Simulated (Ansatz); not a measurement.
## ClHOSi: structure from calculated spectroscopic constants

These gas-phase data were calculated for one isomer of ClHOSi at BLYP-D3(BJ)/def2-SVP (harmonic, unscaled wavenumbers; equilibrium rotational constants with average atomic masses):

```
rotational constants            : 35.76, 3.86, 3.484 GHz
all wavenumbers above 1500 cm⁻¹ : 2200
dipole moment                   : 3.44 D (PBE0/def2-TZVPD)
```

Candidates:

(1) `O[Si]Cl`, a singlet
(2) `O=[SiH]Cl`, a singlet

**Question.** Assign the data to one candidate and say why.

**Answer.** Candidate (2). No mode falls between 3300 and 4000 cm⁻¹, where the O–H stretch of (1) would stand.

The same quantities for all candidates:

```tsv
	rotational constants (GHz)	wavenumbers above 1500 cm⁻¹	dipole (D)	E above the lowest, BLYP-D3(BJ)/def2-SVP (kcal/mol)
(1)	20.52, 4.331, 3.576	3632	0.74	0.0
(2)	35.76, 3.86, 3.484	2200	3.44	14.1
```

Harmonic stretches to hydrogen usually lie a few per cent above observed fundamentals. Each candidate is one conformer. Programs: Ansatz 0.2.0.
